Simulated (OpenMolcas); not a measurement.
**B97-2/ANO-L-VDZP run of C4H8 (methylcyclopropane)**

What is the vertical electron affinity of C4H8 (methylcyclopropane) at B97-2/ANO-L-VDZP? 

The results are computed with OpenMolcas 26.06.

11 further runs of the same task are left out: 11 set aside as unsound or not needed.

## Step 1: The molecule

C4H8: 12 atoms, total charge 0, spin state singlet. SMILES: `CC1CC1`. The shape is that of a PBE0-D4/def2-TZVP optimisation.

Bond lengths: C1–C2 1.501 Å, C2–C3 1.497 Å, C2–C4 1.497 Å, C3–C4 1.501 Å, C1–H5 1.094 Å, C1–H6 1.094 Å, C1–H7 1.094 Å, C2–H8 1.086 Å, C3–H9 1.083 Å, C3–H10 1.084 Å, C4–H11 1.084 Å, C4–H12 1.083 Å. Some angles: C1–C2–C3 120.0°, C1–C2–C4 120.1°, C3–C2–C4 60.2°, C2–C3–C4 59.9°, C2–C4–C3 59.9°, C1–C2–H8 114.8°, C3–C2–H8 115.5°, C4–C2–H8 115.5°, C2–C1–H5 111.4°, C2–C1–H6 111.4°.

## Step 2: The energy at B97-2/ANO-L-VDZP

job.inp reads:

```
&GATEWAY
  Coord
  12
  bohr
  C     -1.75763427     1.95813421    -0.83223539
  C     -0.76137066    -0.25416816     0.63816051
  C      1.97608661    -0.36963043     1.34283938
  C      0.93635929    -2.13898100    -0.61434996
  H     -3.45706497     1.45433323    -1.89501736
  H     -2.23176655     3.53926806     0.41120440
  H     -0.34789858     2.62804212    -2.18679107
  H     -2.06376990    -1.02290875     2.02484154
  H      2.48952520    -1.14044972     3.16774790
  H      3.18059804     1.15821314     0.70222223
  H      1.44205001    -1.79996413    -2.57021650
  H      0.74058367    -4.11601247    -0.12415501
  Basis = ANO-L-VDZP
  Group = NoSym

&SEWARD

&SCF
  KSDFT = HYB_GGA_XC_B97_2
  Thresholds = 1e-06 0.001 0.001 0.01
  PrOrbitals = 1 1
```

Run with:

```
$ export MOLCAS_MEM=1860
$ pymolcas job.inp > job.log
```

Log:

```text
--- Start Module: gateway ---
[...]
--- Stop Module: gateway /rc=_RC_ALL_IS_WELL_ ---
--- Start Module: seward ---
[...]
      Basis functions           96
--- Stop Module: seward /rc=_RC_ALL_IS_WELL_ ---
[...]
--- Start Module: scf ---
[...]
       Convergence after   8 Iterations
[...]
::    Total KS-DFT energy                            -157.1979533083
[...]
      Total spin, S                                     0.0000000000
[...]
      Total electronic charge=   32.000000
      Total            charge=   -0.000000
[...]
      Dipole Moment (debye):
      Origin of the operator (angstrom)=    0.0422   -0.0845    0.0561
                   X= -1.3351E-01               Y=  5.4811E-02               Z=  2.1306E-02           Total=  1.4589E-01
      Quadrupole Moment (debye*angstrom):
[...]
--- Stop Module: scf /rc=_RC_ALL_IS_WELL_ ---
[...]
```

Wall time 24 s (1 thread of Arm Neoverse V2, shared host); peak memory 0.53 GiB.

## Step 3: The doublet anion, same level

job.inp reads:

```
&GATEWAY
 Coord
 12
 bohr
 C     -1.75763427     1.95813421    -0.83223539
 C     -0.76137066    -0.25416816     0.63816051
 C      1.97608661    -0.36963043     1.34283938
 C      0.93635929    -2.13898100    -0.61434996
 H     -3.45706497     1.45433323    -1.89501736
 H     -2.23176655     3.53926806     0.41120440
 H     -0.34789858     2.62804212    -2.18679107
 H     -2.06376990    -1.02290875     2.02484154
 H      2.48952520    -1.14044972     3.16774790
 H      3.18059804     1.15821314     0.70222223
 H      1.44205001    -1.79996413    -2.57021650
 H      0.74058367    -4.11601247    -0.12415501
 Basis=ANO-L-VDZP
 Group=NoSym

&SEWARD

&SCF
 UHF
 Charge=-1
 Spin=2
 KSDFT=HYB_GGA_XC_B97_2
 Thresholds=1e-06 0.001 0.001 0.01
 PrOrbitals=1 1
```

Run with:

```
$ export MOLCAS_MEM=1860
$ pymolcas job.inp > job.log
```

Log:

```text
--- Start Module: gateway ---
[...]
--- Stop Module: gateway /rc=_RC_ALL_IS_WELL_ ---
--- Start Module: seward ---
[...]
      Basis functions           96
--- Stop Module: seward /rc=_RC_ALL_IS_WELL_ ---
[...]
--- Start Module: scf ---
[...]
       Convergence after  13 Iterations
[...]
::    Total KS-DFT energy                            -157.1120015445
[...]
      Total spin, S                                     0.5001950409
[...]
      Total electronic charge=   33.000000
      Total            charge=   -1.000000
[...]
      Dipole Moment (debye):
      Origin of the operator (angstrom)=    0.0422   -0.0845    0.0561
                   X=  1.0938E+00               Y= -4.5436E-01               Z= -1.7031E-01           Total=  1.1966E+00
      Center of Charge (angstrom)
[...]
--- Stop Module: scf /rc=_RC_ALL_IS_WELL_ ---
[...]
```

Wall time 35 s (1 thread of Arm Neoverse V2, shared host); peak memory 0.53 GiB.

## Step 4: What came out

Level: B97-2/ANO-L-VDZP.

| quantity | value |
| --- | --- |
| singlet C4H8: total energy | -157.19795 Eh |
| singlet C4H8: dipole moment | 0.15 D |
| singlet C4H8: HOMO energy | -7.64 eV |
| singlet C4H8: LUMO energy | 0.88 eV |
| singlet C4H8: HOMO–LUMO gap | 8.52 eV |
| doublet anion: total energy | -157.11200 Eh |
| doublet anion: HOMO energy (highest over α and β) | 3.66 eV |
| doublet anion: LUMO energy (lowest over α and β) | 5.17 eV |
| doublet anion: ⟨S²⟩ | 0.750 |
| vertical electron affinity (to the doublet anion) | -2.339 eV |

**Reading.** The anion lies 2.34 eV (54 kcal/mol) above the neutral: the electron isn't bound at this level, and such a value depends on the basis. Without diffuse functions anions come out too high. Mulliken charges (singlet C4H8) run from -0.12 on C1 to +0.14 on C2. Mulliken charges (doublet anion) run from -0.29 on H8 to +0.25 on C2; they depend strongly on the basis. The HOMO (doublet anion) lies at positive energy, 3.66 eV; only total energies tell whether the electron is bound.
